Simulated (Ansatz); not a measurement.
**MgF+ (singlet): from Hartree-Fock to the top rungs at distance F1–Mg2 = 1.700 Å, cc-pVDZ**

How much of the correlation energy of MgF+ (singlet) does each wave-function method recover here?

Program: Ansatz 0.2.0, Gaussian basis. Level of theory: cc-pVDZ, core rule «outside noble gas», up to 6 orbitals frozen. These are calculated values, not measurements.

The runs, in order: UHF; CCSD(T) on RHF; BCCD(T) on RHF; CISD; CCSDT(Q) on RHF; CCSDTQ on RHF; CASSCF and MRCISD+Q, 2 electrons in 2 orbitals; CASSCF and NEVPT2, 2 electrons in 2 orbitals.

41 further runs of the same task are left out: 22 for a known fault of the program, 15 that didn't finish, 4 set aside as unsound or not needed. Runs told in other sessions of the task aren't counted.

### 1 The geometry

The geometry derives from a PBE0/def2-TZVP stationary point (not a proven minimum). One bond is set to the value named and the two fragments are kept rigid.

2 atoms, charge 1, spin multiplicity 1.

Atoms are counted from 1 here; the program's logs count them from 0.

Bond lengths: F1–Mg2 1.700 Å.

As a file:

| atom | x (Å) | y (Å) | z (Å) |
| --- | --- | --- | --- |
| F1 | 0.00000 | 0.00000 | 0.00000 |
| Mg2 | 0.00000 | 0.00000 | 1.69980 |

### 2 UHF

The input, in.yaml:

```yaml
crystal:
  periodic: [false, false, false]
  atoms:
    - {symbol: F, position_ang: [0.000000, 0.000000, 0.000000]}
    - {symbol: Mg, position_ang: [0.000000, 0.000000, 1.699800]}
basis:
  gaussian: {orbitals: cc-pVDZ}
total_charge: 1
magnetization: {spin_polarized: true, initial_magnetization: 0}
hamiltonian: {xc: hf}
output: {orbitals: {seedname: orbitals}}
```

Launch:

```
> ansatz run in.yaml --threads 1 --pin off --events-out ev --progress --plain --max-ram 2393MiB
```

After this run come: CCSD(T) on RHF; BCCD(T) on RHF; CISD; CCSDT(Q) on RHF; CCSDTQ on RHF; CASSCF and MRCISD+Q, 2 electrons in 2 orbitals; CASSCF and NEVPT2, 2 electrons in 2 orbitals.

Before running them: what should the planned runs give, taken together? Wanted: RCCSDTQ from the RHF energy; RMP2 from RCCSDTQ; RCCSD from RCCSDTQ; RCCSD(T) from RCCSDTQ; RCCSDT(Q) from RCCSDTQ; NEVPT2 pair from RCCSDTQ; MRCISD+Q pair from RCCSDTQ; T1 diagnostic.

**Answer**, as computed:

```
                         quantity                                                value
      RCCSDTQ from the RHF energy                                           -5.8062 eV
                RMP2 from RCCSDTQ                                       +2.50 kcal/mol
               RCCSD from RCCSDTQ                                       +2.46 kcal/mol
            RCCSD(T) from RCCSDTQ                                       +0.42 kcal/mol
           RCCSDT(Q) from RCCSDTQ                                       -0.06 kcal/mol
         NEVPT2 pair from RCCSDTQ                                       +2.04 kcal/mol
       MRCISD+Q pair from RCCSDTQ                                       +0.96 kcal/mol
levels within 1 kcal/mol (43 meV)  RCCSD(T), BCCD(T), RCCSDT, RCCSDT(Q), MRCISD+Q pair
                    T1 diagnostic                                                0.023
```

**Reading.** RCCSD(T) lands +0.42 kcal/mol from the yardstick (0.3 % of the correlation energy). Of the multireference levels listed MRCISD+Q pair comes nearest in total energy (+0.96 kcal/mol), which doesn't show that its space is the better one. These misses are within one basis, not against nature.
